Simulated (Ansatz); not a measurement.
# CHSi (doublet): RPA-PBE over a scan of the distance Si1–C2, cc-pVDZ

Aim: run CHSi (doublet) with these functionals over a scan of the distance Si1–C2, and hold them against the top wave-function level at the same points.

The runs use Ansatz 0.2.0, Gaussian basis; cc-pVDZ, all electrons in the functionals, frozen cores in the correlation of double hybrids and RPA.

To be run: RPA-PBE, at 1.356 Å; 1.536 Å; 1.683 Å; 1.888 Å; 2.046 Å; 2.320 Å; 2.663 Å; 3.058 Å; 3.680 Å; 4.548 Å; 5.842 Å.

26 further runs of the same task are left out: 6 for a known fault of the program, 3 for a mislabelled method, 12 that didn't finish, 5 set aside as unsound or not needed.

### Step 1. What is computed

The geometry derives from a PBE0/def2-TZVP stationary point (not a proven minimum). One bond is set to the value named and the two fragments are kept rigid.

3 atoms, charge 0, spin multiplicity 2.

Atoms are counted from 1 here; the program's logs count them from 0.

Bond lengths: Si1–C2 1.682 Å, C2–H3 1.079 Å. Angles: Si1–C2–H3 180.0°.

No dispersion term is added.

The geometry shown and the zero of energy belong to the point 1.683 Å. The yardstick, UCCSDT(Q), and other wave-function levels (R restricted, U unrestricted, valence and pair active spaces) come from earlier runs.

### Step 2. RPA-PBE, 1.356 Å

The input, in.yaml:

```yaml
crystal:
  periodic: [false, false, false]
  atoms:
    - {symbol: Si, position_ang: [0.000000, 0.000000, 1.263808]}
    - {symbol: C, position_ang: [0.000000, 0.000000, -0.092192]}
    - {symbol: H, position_ang: [0.000000, 0.000000, -1.171615]}
basis:
  gaussian: {orbitals: cc-pVDZ}
magnetization: {spin_polarized: true, initial_magnetization: 1}
hamiltonian: {xc: {name: PBE}}
correlation: {method: rpa, electrons: outside_noble_gas}
```

Started as:

```sh
ansatz run in.yaml --threads 1 --pin off --events-out ev --progress --plain --max-ram 2393MiB
```

What it wrote:

```text
Functional definition: PBE
  name "PBE"
  cite "Perdew, Burke & Ernzerhof, Phys. Rev. Lett. 77, 3865 (1996) doi:10.1103/PhysRevLett.77.3865"
  parent pbe
  parameter kappa = 0.804
  parameter beta = 0.06672455060314922
  exchange = pbe_x(kappa = kappa, mu = beta*pi^2/3)
  correlation = pbe_c(beta = beta)
362 factors; integrals over basis functions are off by at most 1.2e-3 eV
mean field evaluation 1: about -8897.7561 eV, gradient 5.9e1 eV
mean field evaluation 2: about -8897.7550 eV, gradient 5.9e1 eV
mean field evaluation 4: about -8913.9299 eV, gradient 1.8e1 eV
mean field evaluation 8: about -8917.1873 eV, gradient 2.5e0 eV
mean field evaluation 16: about -8917.2282 eV, gradient 9.4e-4 eV
mean field evaluation 32: about -8917.3092 eV, gradient 3.1e-6 eV
mean field evaluation 64: about -8917.2676 eV, gradient 1.2e-1 eV
mean field evaluation 96: about -8917.2896 eV, gradient 4.1e-1 eV
mean field evaluation 128: about -8881.5950 eV, gradient 2.5e1 eV
mean field evaluation 160: about -8917.2680 eV, gradient 1.2e-4 eV
mean field -8917.30920154 eV, -327.7050687872 hartree, gradient 3.1e-6 eV, S^2 0.764299; 12 other end points of the search recorded, 0 dependent functions left out
6 core orbitals not correlated: weight in the atoms' cores, before any rotation towards them, 1.000 or more for the frozen orbitals, at most 0.000 for the correlated occupied ones
reference -8900.63393095 eV, -327.0922638960 hartree; 5, 4 occupied and 26, 27 virtual orbitals, 362 factors
Total energy: -8909.76532099 eV, -327.4278362904 hartree
```

Run time: 9.5 s. Hardware: 1 thread of Arm Neoverse N1, shared host.

From the report: ⟨S²⟩ of the determinant 0.764 (pure doublet: 0.75).

### Step 3. RPA-PBE, 1.536 Å

The input, in.yaml:

```yaml
crystal:
  periodic: [false, false, false]
  atoms:
    - {symbol: Si, position_ang: [0.000000, 0.000000, 1.383808]}
    - {symbol: C, position_ang: [0.000000, 0.000000, -0.152192]}
    - {symbol: H, position_ang: [0.000000, 0.000000, -1.231615]}
basis:
  gaussian: {orbitals: cc-pVDZ}
magnetization: {spin_polarized: true, initial_magnetization: 1}
hamiltonian: {xc: {name: PBE}}
correlation: {method: rpa, electrons: outside_noble_gas}
```

The command is unchanged.

What it wrote (excerpt; [...] marks lines left out):

```text
Functional definition: PBE
  name "PBE"
  cite "Perdew, Burke & Ernzerhof, Phys. Rev. Lett. 77, 3865 (1996) doi:10.1103/PhysRevLett.77.3865"
  parent pbe
[...]
362 factors; integrals over basis functions are off by at most 1.1e-3 eV
[...]
mean field -8920.50660754 eV, -327.8225712904 hartree, gradient 3.6e-6 eV, S^2 0.753864; 8 other end points of the search recorded, 0 dependent functions left out
6 core orbitals not correlated: weight in the atoms' cores, before any rotation towards them, 1.000 or more for the frozen orbitals, at most 0.000 for the correlated occupied ones
reference -8904.15499231 eV, -327.2216605144 hartree; 5, 4 occupied and 26, 27 virtual orbitals, 362 factors
Total energy: -8913.10243739 eV, -327.5504730562 hartree
```

Run time: 5.5 s. Hardware: 1 thread of Arm Neoverse N1, shared host.

From the report: ⟨S²⟩ of the determinant 0.754 (pure doublet: 0.75).

### Step 4. RPA-PBE, 1.683 Å

The input, in.yaml:

```yaml
crystal:
  periodic: [false, false, false]
  atoms:
    - {symbol: Si, position_ang: [0.000000, 0.000000, 1.481442]}
    - {symbol: C, position_ang: [0.000000, 0.000000, -0.201009]}
    - {symbol: H, position_ang: [0.000000, 0.000000, -1.280432]}
basis:
  gaussian: {orbitals: cc-pVDZ}
magnetization: {spin_polarized: true, initial_magnetization: 1}
hamiltonian: {xc: {name: PBE}}
correlation: {method: rpa, electrons: outside_noble_gas}
```

Launched as before.

What it wrote (excerpt; [...] marks lines left out):

```text
Functional definition: PBE
  name "PBE"
  cite "Perdew, Burke & Ernzerhof, Phys. Rev. Lett. 77, 3865 (1996) doi:10.1103/PhysRevLett.77.3865"
  parent pbe
[...]
362 factors; integrals over basis functions are off by at most 9.4e-4 eV
[...]
mean field -8921.21583181 eV, -327.8486348018 hartree, gradient 1.4e-6 eV, S^2 0.755422; 5 other end points of the search recorded, 0 dependent functions left out
6 core orbitals not correlated: weight in the atoms' cores, before any rotation towards them, 1.000 or more for the frozen orbitals, at most 0.000 for the correlated occupied ones
reference -8904.61535392 eV, -327.2385784914 hartree; 5, 4 occupied and 26, 27 virtual orbitals, 362 factors
Total energy: -8913.85919187 eV, -327.5782832705 hartree
```

Run time: 4.8 s. Hardware: 1 thread of Arm Neoverse N1, shared host.

From the report: ⟨S²⟩ of the determinant 0.755 (pure doublet: 0.75).

### Step 5. RPA-PBE, 1.888 Å

The input, in.yaml:

```yaml
crystal:
  periodic: [false, false, false]
  atoms:
    - {symbol: Si, position_ang: [0.000000, 0.000000, 1.618474]}
    - {symbol: C, position_ang: [0.000000, 0.000000, -0.269526]}
    - {symbol: H, position_ang: [0.000000, 0.000000, -1.348949]}
basis:
  gaussian: {orbitals: cc-pVDZ}
magnetization: {spin_polarized: true, initial_magnetization: 1}
hamiltonian: {xc: {name: PBE}}
correlation: {method: rpa, electrons: outside_noble_gas}
```

Same command.

What it wrote (excerpt; [...] marks lines left out):

```text
Functional definition: PBE
  name "PBE"
  cite "Perdew, Burke & Ernzerhof, Phys. Rev. Lett. 77, 3865 (1996) doi:10.1103/PhysRevLett.77.3865"
  parent pbe
[...]
362 factors; integrals over basis functions are off by at most 6.7e-4 eV
[...]
mean field -8920.87577364 eV, -327.8361378944 hartree, gradient 5.8e-6 eV, S^2 0.764421; 8 other end points of the search recorded, 0 dependent functions left out
6 core orbitals not correlated: weight in the atoms' cores, before any rotation towards them, 1.000 or more for the frozen orbitals, at most 0.000 for the correlated occupied ones
reference -8903.84933894 eV, -327.2104279604 hartree; 5, 4 occupied and 26, 27 virtual orbitals, 362 factors
Total energy: -8913.57685827 eV, -327.5679077020 hartree
```

Wall time 4.7 s (1 thread of Arm Neoverse N1, shared host).

From the report: ⟨S²⟩ of the determinant 0.764 (pure doublet: 0.75).

From 1.683 Å: +0.282 eV.

### Step 6. RPA-PBE, 2.046 Å

The input, in.yaml:

```yaml
crystal:
  periodic: [false, false, false]
  atoms:
    - {symbol: Si, position_ang: [0.000000, 0.000000, 1.723808]}
    - {symbol: C, position_ang: [0.000000, 0.000000, -0.322192]}
    - {symbol: H, position_ang: [0.000000, 0.000000, -1.401615]}
basis:
  gaussian: {orbitals: cc-pVDZ}
magnetization: {spin_polarized: true, initial_magnetization: 1}
hamiltonian: {xc: {name: PBE}}
correlation: {method: rpa, electrons: outside_noble_gas}
```

Same command.

What it wrote (excerpt; [...] marks lines left out):

```text
Functional definition: PBE
  name "PBE"
  cite "Perdew, Burke & Ernzerhof, Phys. Rev. Lett. 77, 3865 (1996) doi:10.1103/PhysRevLett.77.3865"
  parent pbe
[...]
362 factors; integrals over basis functions are off by at most 8.2e-4 eV
[...]
mean field -8920.16765337 eV, -327.8101149545 hartree, gradient 2.8e-6 eV, S^2 0.816099; 8 other end points of the search recorded, 0 dependent functions left out
6 core orbitals not correlated: weight in the atoms' cores, before any rotation towards them, 1.000 or more for the frozen orbitals, at most 0.000 for the correlated occupied ones
reference -8902.89216184 eV, -327.1752523507 hartree; 5, 4 occupied and 26, 27 virtual orbitals, 362 factors
Total energy: -8912.90999871 eV, -327.5434010651 hartree
```

Run time: 4.7 s. Hardware: 1 thread of Arm Neoverse N1, shared host.

From the report: ⟨S²⟩ of the determinant 0.816 (pure doublet: 0.75).

From 1.683 Å: +0.949 eV.

### Step 7. RPA-PBE, 2.320 Å

The input, in.yaml:

```yaml
crystal:
  periodic: [false, false, false]
  atoms:
    - {symbol: Si, position_ang: [0.000000, 0.000000, -1.906474]}
    - {symbol: C, position_ang: [0.000000, 0.000000, 0.413526]}
    - {symbol: H, position_ang: [0.000000, 0.000000, 1.492949]}
basis:
  gaussian: {orbitals: cc-pVDZ}
magnetization: {spin_polarized: true, initial_magnetization: 1}
hamiltonian: {xc: {name: PBE}}
correlation: {method: rpa, electrons: outside_noble_gas}
```

Launched as before.

What it wrote (excerpt; [...] marks lines left out):

```text
Functional definition: PBE
  name "PBE"
  cite "Perdew, Burke & Ernzerhof, Phys. Rev. Lett. 77, 3865 (1996) doi:10.1103/PhysRevLett.77.3865"
  parent pbe
[...]
362 factors; integrals over basis functions are off by at most 9.3e-4 eV
[...]
mean field -8918.84739534 eV, -327.7615963668 hartree, gradient 2.7e-6 eV, S^2 1.256293; 12 other end points of the search recorded, 0 dependent functions left out
6 core orbitals not correlated: weight in the atoms' cores, before any rotation towards them, 1.000 or more for the frozen orbitals, at most 0.000 for the correlated occupied ones
reference -8902.08598395 eV, -327.1456258594 hartree; 5, 4 occupied and 26, 27 virtual orbitals, 362 factors
Total energy: -8911.55947961 eV, -327.4937704038 hartree
```

Wall time 8.5 s (1 thread of Arm Neoverse N1, shared host).

From the report: ⟨S²⟩ of the determinant 1.256 (pure doublet: 0.75). The determinant is far from a pure spin state, so its energy mixes those of several spin states (harmless only where they are near-degenerate, as at dissociation).

From 1.683 Å: +2.300 eV.

### Step 8. RPA-PBE, 2.663 Å

The input, in.yaml:

```yaml
crystal:
  periodic: [false, false, false]
  atoms:
    - {symbol: Si, position_ang: [0.000000, 0.000000, 2.135141]}
    - {symbol: C, position_ang: [0.000000, 0.000000, -0.527859]}
    - {symbol: H, position_ang: [0.000000, 0.000000, -1.607282]}
basis:
  gaussian: {orbitals: cc-pVDZ}
magnetization: {spin_polarized: true, initial_magnetization: 1}
hamiltonian: {xc: {name: PBE}}
correlation: {method: rpa, electrons: outside_noble_gas}
```

Launched as before.

What it wrote (excerpt; [...] marks lines left out):

```text
Functional definition: PBE
  name "PBE"
  cite "Perdew, Burke & Ernzerhof, Phys. Rev. Lett. 77, 3865 (1996) doi:10.1103/PhysRevLett.77.3865"
  parent pbe
[...]
362 factors; integrals over basis functions are off by at most 7.6e-4 eV
[...]
mean field -8917.53640963 eV, -327.7134185306 hartree, gradient 8.9e-7 eV, S^2 1.571175; 9 other end points of the search recorded, 0 dependent functions left out
6 core orbitals not correlated: weight in the atoms' cores, before any rotation towards them, 1.000 or more for the frozen orbitals, at most 0.000 for the correlated occupied ones
reference -8901.03068345 eV, -327.1068442815 hartree; 5, 4 occupied and 26, 27 virtual orbitals, 362 factors
Total energy: -8910.32134696 eV, -327.4482698680 hartree
```

Wall time 8 s (1 thread of Arm Neoverse N1, shared host).

From the report: ⟨S²⟩ of the determinant 1.571 (pure doublet: 0.75). The determinant is far from a pure spin state, so its energy mixes those of several spin states (harmless only where they are near-degenerate, as at dissociation).

From 1.683 Å: +3.538 eV.

### Step 9. RPA-PBE, 3.058 Å

The input, in.yaml:

```yaml
crystal:
  periodic: [false, false, false]
  atoms:
    - {symbol: Si, position_ang: [0.000000, 0.000000, 2.398474]}
    - {symbol: C, position_ang: [0.000000, 0.000000, -0.659526]}
    - {symbol: H, position_ang: [0.000000, 0.000000, -1.738949]}
basis:
  gaussian: {orbitals: cc-pVDZ}
magnetization: {spin_polarized: true, initial_magnetization: 1}
hamiltonian: {xc: {name: PBE}}
correlation: {method: rpa, electrons: outside_noble_gas}
```

Same command.

What it wrote (excerpt; [...] marks lines left out):

```text
Functional definition: PBE
  name "PBE"
  cite "Perdew, Burke & Ernzerhof, Phys. Rev. Lett. 77, 3865 (1996) doi:10.1103/PhysRevLett.77.3865"
  parent pbe
[...]
362 factors; integrals over basis functions are off by at most 7.8e-4 eV
[...]
mean field -8916.47969180 eV, -327.6745848665 hartree, gradient 2.6e-6 eV, S^2 1.720111; 15 other end points of the search recorded, 0 dependent functions left out
6 core orbitals not correlated: weight in the atoms' cores, before any rotation towards them, 1.000 or more for the frozen orbitals, at most 0.000 for the correlated occupied ones
reference -8899.84763184 eV, -327.0633679366 hartree; 5, 4 occupied and 26, 27 virtual orbitals, 362 factors
Total energy: -8909.45281996 eV, -327.4163520897 hartree
```

Wall time 12 s (1 thread of Arm Neoverse N1, shared host).

From the report: ⟨S²⟩ of the determinant 1.720 (pure doublet: 0.75). The determinant is far from a pure spin state, so its energy mixes those of several spin states (harmless only where they are near-degenerate, as at dissociation).

From 1.683 Å: +4.406 eV.

### Step 10. RPA-PBE, 3.680 Å

The input, in.yaml:

```yaml
crystal:
  periodic: [false, false, false]
  atoms:
    - {symbol: Si, position_ang: [0.000000, 0.000000, 2.813141]}
    - {symbol: C, position_ang: [0.000000, 0.000000, -0.866859]}
    - {symbol: H, position_ang: [0.000000, 0.000000, -1.946282]}
basis:
  gaussian: {orbitals: cc-pVDZ}
magnetization: {spin_polarized: true, initial_magnetization: 1}
hamiltonian: {xc: {name: PBE}}
correlation: {method: rpa, electrons: outside_noble_gas}
```

The command is unchanged.

What it wrote (excerpt; [...] marks lines left out):

```text
Functional definition: PBE
  name "PBE"
  cite "Perdew, Burke & Ernzerhof, Phys. Rev. Lett. 77, 3865 (1996) doi:10.1103/PhysRevLett.77.3865"
  parent pbe
[...]
362 factors; integrals over basis functions are off by at most 7.9e-4 eV
[...]
mean field -8915.71579976 eV, -327.6465123518 hartree, gradient 2.7e-6 eV, S^2 1.747280; 15 other end points of the search recorded, 0 dependent functions left out
6 core orbitals not correlated: weight in the atoms' cores, before any rotation towards them, 1.000 or more for the frozen orbitals, at most 0.000 for the correlated occupied ones
reference -8900.34923423 eV, -327.0818014846 hartree; 5, 4 occupied and 26, 27 virtual orbitals, 362 factors
Total energy: -8909.08345145 eV, -327.4027780471 hartree
```

It took 14 s on 1 thread of Arm Neoverse N1, shared host.

From the report: ⟨S²⟩ of the determinant 1.747 (pure doublet: 0.75). The determinant is far from a pure spin state, so its energy mixes those of several spin states (harmless only where they are near-degenerate, as at dissociation).

From 1.683 Å: +4.776 eV.

### Step 11. RPA-PBE, 4.548 Å

The input, in.yaml:

```yaml
crystal:
  periodic: [false, false, false]
  atoms:
    - {symbol: Si, position_ang: [0.000000, 0.000000, -3.391808]}
    - {symbol: C, position_ang: [0.000000, 0.000000, 1.156192]}
    - {symbol: H, position_ang: [0.000000, 0.000000, 2.235615]}
basis:
  gaussian: {orbitals: cc-pVDZ}
magnetization: {spin_polarized: true, initial_magnetization: 1}
hamiltonian: {xc: {name: PBE}}
correlation: {method: rpa, electrons: outside_noble_gas}
```

Launched as before.

What it wrote (excerpt; [...] marks lines left out):

```text
Functional definition: PBE
  name "PBE"
  cite "Perdew, Burke & Ernzerhof, Phys. Rev. Lett. 77, 3865 (1996) doi:10.1103/PhysRevLett.77.3865"
  parent pbe
[...]
362 factors; integrals over basis functions are off by at most 8.0e-4 eV
[...]
mean field -8915.46785417 eV, -327.6374005196 hartree, gradient 7.3e-6 eV, S^2 1.803971; 22 other end points of the search recorded, 0 dependent functions left out
6 core orbitals not correlated: weight in the atoms' cores, before any rotation towards them, 1.000 or more for the frozen orbitals, at most 0.000 for the correlated occupied ones
reference -8900.91973382 eV, -327.1027669579 hartree; 5, 4 occupied and 26, 27 virtual orbitals, 362 factors
Total energy: -8909.05379202 eV, -327.4016880832 hartree
```

Wall time 32 s (1 thread of Arm Neoverse N1, shared host).

From the report: ⟨S²⟩ of the determinant 1.804 (pure doublet: 0.75). The determinant is far from a pure spin state, so its energy mixes those of several spin states (harmless only where they are near-degenerate, as at dissociation).

From 1.683 Å: +4.805 eV.

### Step 12. RPA-PBE, 5.842 Å

The input, in.yaml:

```yaml
crystal:
  periodic: [false, false, false]
  atoms:
    - {symbol: Si, position_ang: [0.000000, 0.000000, 4.254474]}
    - {symbol: C, position_ang: [0.000000, 0.000000, -1.587526]}
    - {symbol: H, position_ang: [0.000000, 0.000000, -2.666949]}
basis:
  gaussian: {orbitals: cc-pVDZ}
magnetization: {spin_polarized: true, initial_magnetization: 1}
hamiltonian: {xc: {name: PBE}}
correlation: {method: rpa, electrons: outside_noble_gas}
```

The command is unchanged.

What it wrote (excerpt; [...] marks lines left out):

```text
Functional definition: PBE
  name "PBE"
  cite "Perdew, Burke & Ernzerhof, Phys. Rev. Lett. 77, 3865 (1996) doi:10.1103/PhysRevLett.77.3865"
  parent pbe
[...]
362 factors; integrals over basis functions are off by at most 8.0e-4 eV
[...]
mean field -8915.40807718 eV, -327.6352037555 hartree, gradient 2.6e-6 eV, S^2 1.880674; 31 other end points of the search recorded, 0 dependent functions left out
6 core orbitals not correlated: weight in the atoms' cores, before any rotation towards them, 1.000 or more for the frozen orbitals, at most 0.000 for the correlated occupied ones
reference -8901.24284320 eV, -327.1146410086 hartree; 5, 4 occupied and 26, 27 virtual orbitals, 362 factors
Total energy: -8909.06404700 eV, -327.4020649467 hartree
```

Wall time 38 s (1 thread of Arm Neoverse N1, shared host).

From the report: ⟨S²⟩ of the determinant 1.881 (pure doublet: 0.75). The determinant is far from a pure spin state, so its energy mixes those of several spin states (harmless only where they are near-degenerate, as at dissociation).

From 1.683 Å: +4.795 eV.

### Step 13. Against the wave-function levels

The yardstick is UCCSDT(Q), where the cluster series has nearly closed. It comes from earlier runs at the same points. Energies in eV, counted from 1.683 Å; blanks weren't run or aren't comparable.

```csv
level,1.356 Å,1.536 Å,1.683 Å,1.888 Å,2.046 Å,2.320 Å,2.663 Å,3.058 Å,3.680 Å,4.548 Å,5.842 Å
UCCSDT(Q),4.083,0.748,0.000,,,,,,,,
RPA-PBE,4.094,0.757,0.000,0.282,0.949,2.300,3.538,4.406,4.776,4.805,4.795
```

Largest miss and mean time a point (UCCSDT(Q) took 37 s a point; shared hosts):

```csv
level,largest miss (eV),where,time a point
RPA-PBE,+0.011,1.356 Å,13 s
```

### Step 14. Results

| quantity | value |
| --- | --- |
| span of the UCCSDT(Q) curve (points where it is known) | 4.083 eV |
| largest miss, RPA-PBE | +0.011 eV (1.356 Å) |

Misses are known at 2 of 10 points at best, and only functionals with that many are ranked. RPA-PBE strays by up to 0.011 eV, at 1.356 Å. RPA-PBE clearly breaks the spin symmetry at some points (⟨S²⟩ up to 1.13 above the pure value), so energy there is bought with a mixed spin. Functionals and the yardstick converge differently with the basis, so part of each miss in cc-pVDZ is the basis.
